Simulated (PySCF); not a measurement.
Compound: C₄H₅FO (charge +1 and doublet state).
Structure used (GFN2-xTB), in Å, numbered top down from 1:
```xyz
11
C4H5FO angstrom
C     -1.3667    0.2555    0.1856
C     -0.4179   -0.7924   -0.1756
F     -0.9115   -1.9463   -0.5343
C      0.9467   -0.6454   -0.2507
C      1.4898    0.6462    0.0242
O      0.8905    1.6701    0.2087
H     -1.6367    0.2064    1.2483
H     -2.2807    0.1865   -0.4098
H     -0.8944    1.2564    0.0648
H      1.5838   -1.4783   -0.5071
H      2.6024    0.6441    0.1201
```

The hyperfine couplings belong to this conformer and change with its torsions.

As a line formula: `C[C+](F)[CH]C=O` [radical] (charge +1).

Theory: PySCF, UKS B3LYP, pcH-1 on C F H O, non-relativistic, mean-field spin-orbit, GIAO. Isolated species at its GFN2-xTB geometry (one conformer only). The geometry wasn't refined by DFT: couplings that depend on bond lengths, twists or pyramidal angles can differ widely from those at the functional's own minimum, by a factor of two or more for some ions and for spin on atoms past the first row. Stability of the SCF solution: not tested.

(1) Give the principal g shifts and their parts.

(2) What effective moment and Curie constant follow for a powder?

(3) Average each term over the three axes. Which is largest in size?

(4) In a frozen sample, at which fields do the three g values resonate at 9.5, 34, 94 and 263 GHz (hyperfine left aside), and which band first spreads them over more than twice a line width of 0.5 mT?

Answers

(1) 
```
                    Δg (ppt)      1      2      3
relativistic mass correction  -0.27  -0.27  -0.27
            gauge correction   0.01   0.04   0.06
   orbital Zeeman/spin–orbit   0.55   3.82  12.96
                       total   0.29   3.59  12.75
```

So g = 2.00261, 2.00591, 2.01507 and g_iso = 2.00786; the tensor is rhombic: the two nearest values differ by 27 % of g3 − g1. Axes: g3 points within 13° of the C5–O6 bond.

(2) With the mean of g² = 4.0315 and S(S+1) = 0.75: μ_eff = √(⟨g²⟩S(S+1)) = 1.739 μB and χT = 0.12505·⟨g²⟩·S(S+1) = 0.378 cm³ K/mol (cgs; spin-Hamiltonian part alone).

(3) The orbital-Zeeman/spin–orbit term 5.78, the mass correction -0.27 and the gauge correction 0.04 ppt, for a total of 5.54 ppt. The orbital-Zeeman/spin–orbit term is the largest in size. The mass correction is the same along every axis, so the anisotropy comes from the other two: their spans along these axes are 0.05 (gauge) and 12.40 ppt (orbital Zeeman/spin–orbit).

(4) 
```tsv
band	GHz	B(g3) mT	B(g2) mT	B(g1) mT	spread mT
X	9.5	336.84	338.38	338.93	2.10
Q	34.0	1205.53	1211.03	1213.03	7.50
W	94.0	3332.93	3348.14	3353.67	20.73
J	263.0	9325.12	9367.68	9383.14	58.01
```

The spread grows in proportion to the frequency. X band is the first where it exceeds 1.0 mT.

The largest Mulliken spin populations are on O6 (+0.63), C4 (+0.25), H11 (+0.12) and C5 (-0.09). The positive populations add up to 1.10 and the negative ones to -0.10, together 2S = 1.

The HOMO–LUMO gaps are 5.59 eV among the α and 2.05 eV among the β orbitals.

The SMILES draws the unpaired electron on C4; the largest computed Mulliken spin population is on O6 (0.63 against 0.25).
